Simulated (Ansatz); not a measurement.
fcc Au, treated with LDA (plane waves, PAW; Ansatz, an electronic-structure program).

Settings: plane-wave cutoff 520 eV, 24×24×24 k mesh, Fermi–Dirac smearing 0.05 eV, scalar-relativistic PAW data made under PBE.

Energies at three volumes about the minimum:

| V (Å³/atom) | E − E_lowest (meV/atom) |
|---|---|
| 16.249 | 4.09 |
| 16.581 | 0.00 |
| 16.912 | 3.94 |

**Question.** Fit a parabola by hand: where is the minimum, what lattice constant follows, and what is the bulk modulus?

**Answer.** Slopes: (0.00 − 4.09)/(16.581 − 16.249) = -12.319 and (3.94 − 0.00)/(16.912 − 16.581) = 11.903 meV/Å³. Curvature E″ = 2 × (11.903 − (-12.319))/(16.912 − 16.249) = 73.068 meV/Å⁶. From the middle of the first interval, the slope vanishes at V0 = 16.4150 − (-12.319)/73.068 = 16.584 Å³/atom. B = V0 E″ = 16.584 × 73.068 meV/Å³ × 0.1602 GPa per meV/Å³ = 194 GPa. With 4 atoms in the cube, a = (4 × 16.584)^(1/3) = 4.048 Å. The full Birch–Murnaghan fit to all volumes gives V0 = 16.576 Å³/atom and B0 = 194 GPa.

Measured, for comparison: bulk modulus 182 GPa (0 K value with the zero-point phonon effect removed, sources range from 175 to 182; as tabulated in Mejia-Rodriguez and Trickey (2018), arXiv:1807.09216); lattice constant a 4.062 Å (static lattice: zero-point anharmonic expansion removed; as tabulated in Mejia-Rodriguez and Trickey (2018), arXiv:1807.09216). Computed less measured: bulk modulus +7 % (+7 % to +11 % over the range).
